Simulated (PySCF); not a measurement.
## CF₂, singlet: molecular constants

Computed with PySCF, PBE0, basis C def2-TZVP, F def2-TZVP (no relativity, density fitting).

The structure is a minimum.

Z-matrix (Å, degrees; charge 0 multiplicity 1):
```
C
F  1 1.2960
F  1 1.2960 2 104.75
```

| Property | Result |
| --- | --- |
| Point group | C2v |
| Bond lengths | C–F 1.296 Å (×2) |
| Bond angles | F–C–F 104.8° |
| Highest occupied level | -8.77 eV |
| Principal quadrupole moments (Buckingham, traceless) about the centre of mass | -2.17, 0.03, 2.14 D Å |
| Heat capacity Cp at 298.15 K | 38.6 J/(mol K) |
| Enthalpy at 298.15 K above 0 K | 10.32 kJ/mol |
| Dipole moment | 0.69 D |
| Lowest empty level | -2.24 eV |
| Entropy at 298.15 K and 1 bar | 240.6 J/(mol K) |
| Rotational constants | 2.953, 0.4211, 0.3685 cm⁻¹ |
| Zero-point energy | 18.6 kJ/mol |
| Rotational symmetry number | 2 |
| Principal polarisabilities | 12.8, 13.4, 17.4 bohr³ |
| Atomisation energy without zero-point energy | 1080 kJ/mol |

Harmonic modes (masses in u: C 12.000, F 18.998):
```json
{"symmetry": "a1", "ω (cm⁻¹)": "682", "IR (km/mol)": "3.3"}
{"symmetry": "b2", "ω (cm⁻¹)": "1160", "IR (km/mol)": "374"}
{"symmetry": "a1", "ω (cm⁻¹)": "1262", "IR (km/mol)": "118"}
```

In C2v the vibrations span 2a1 + b2. Here b1 is antisymmetric to the molecular plane and b2 lies in it.

Charges (e):
```csv
atom,Mulliken,Löwdin,polar tensor,Mayer order to C1
C1,0.13,-0.48,0.86,–
"F2,3",-0.06,0.24,-0.43,1.16
```

Mulliken populations on C1: s 3.85, p 1.81, d 0.18, f 0.03.

Counting electrons, carbon keeps 2 of its valence electrons outside its bonds, so the VSEPR class is AX2E1 and the expected shape is bent (C2v), as computed.

The final relaxation and frequency run took 11 s on 2 threads of a shared Arm Neoverse V1 host, with 93 basis functions and 10 gradients; the process peaked at 0.85 GiB. Launch command: `OMP_NUM_THREADS=2 python axn.py task.json out`.
